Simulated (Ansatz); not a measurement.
Redistribution: C3H7F + C4H9N → C3H9N + C4H7F

Species: C3H7F `CC(C)F`, singlet; C4H9N (cyclobutylamine) `NC1CCC1`, singlet; C3H9N (isopropylamine) `CC(C)N`, singlet; C4H7F `FC1CCC1`, singlet. The partners trade F for NH2; both sit on C, so the bond types are kept.

Shapes, held fixed at every level: PBE0-D4/def2-TZVP. Flexible molecules stand in one conformer, not always the lowest. Programs: Ansatz 0.2.0. The zero-point and thermal change to 298 K, harmonic and unscaled (PBE0-D4/def2-TZVP), is +0.4 kJ/mol.

Question: Estimate ΔH(298 K) of this reaction.

Answer: The highest level, CCSD(T)/CBS estimate, gives ΔH(298 K) = +1.1 kJ/mol; the levels span +0.5 to +2.7. That is about zero within the method's error. The column of differences is taken from that level and isn't an error. No measured value is set beside it here. The CBS estimate extrapolates MP2 from def2-TZVPP and def2-QZVPP and adds CCSD(T) − MP2 in the triple-zeta set, cores frozen. Times are processor times on shared x86 and Arm servers, and rough.

| level | kind | ΔH(298 K) (kJ/mol) | less CCSD(T)/CBS estimate | CPU time (sum over the molecules) |
| --- | --- | --- | --- | --- |
| PBE-D4/def2-TZVPP | GGA | +1.6 | +0.5 | 32 s |
| B3LYP-D4/def2-TZVPP | global hybrid | +2.7 | +1.6 | 53 s |
| BHLYP-D4/def2-TZVPP | global hybrid | +2.7 | +1.6 | 33 s |
| wB97M-V/def2-TZVPP | range-separated hybrid | +1.5 | +0.4 | 2.2 min |
| wB97X-V/def2-TZVPP | range-separated hybrid | +1.6 | +0.5 | 1.7 min |
| MP2/def2-TZVPP | perturbation theory | +0.5 | -0.6 | – |
| CCSD(T)/def2-SVP | coupled cluster or CI | +1.6 | +0.5 | 56 s |
| CCSD(T)/CBS estimate | coupled cluster or CI | +1.1 | 0.0 | 31 min |
